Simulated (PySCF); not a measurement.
**How good is the calculation?**

Atom-mapped SMILES (the numbers label the heavy atoms): `[F:1][c:2]1[cH:3][cH:4][s:5][cH:6]1`. Hydrogens are named by the atom that carries them.

Published estimates (parent shift plus substituent increments) and measurements: δ 1H H(C4) 7.00; H(C3) 6.69; H(C6) 6.51 ppm (estimated from measurements, as parent shift plus tabulated substituent increment; solution, not stated per compound (mostly CDCl3 or CCl4); Pretsch, Buehlmann, Badertscher, Structure Determination of Organic Compounds, 4th ed. (2009)).

PySCF 2.14.0 with density-fitted response routines calculation with PBE0-D3(BJ)/def2-SVP structure and NMR shieldings at PBE0/pcSseg-1/GIAO; no solvent, non-relativistic Hamiltonian, a single conformation.

Q: What does the calculation give, and how does it compare?

A: 
Reference values: estimated from measurements, as parent shift plus tabulated substituent increment (solution, not stated per compound (mostly CDCl3 or CCl4); Pretsch, Buehlmann, Badertscher, Structure Determination of Organic Compounds, 4th ed. (2009)).
```tsv
atoms	quantity	reference	computed	computed, scaled
H(C4)	δ 1H	7.00	7.01	6.87
H(C3)	δ 1H	6.69	6.91	6.77
H(C6)	δ 1H	6.51	6.57	6.45
```

Computed shifts are σ(ref) − σ with the named reference compound (TMS for H and C) calculated as an isolated molecule at the same level. The measured values may be among those fitted. Scaled to experiment by linear calibration (H and C: mostly CDCl3 data, vs TMS): 1H (scatter 0.21 ppm rms, 0.22 ppm with the 3 outliers that the fit left out). Occasional misses reach two or three times the rms, and more in compound classes unlike the fitted ones.

Q: How far are the unscaled 1H shifts from the references?

A: Mean signed difference +0.10 ppm, mean absolute 0.10 ppm over 3 comparisons; the largest is +0.22 ppm at H(C3) (hydrogen on an aromatic CH).

3 of the 6 published NMR values on file for this molecule are compared.
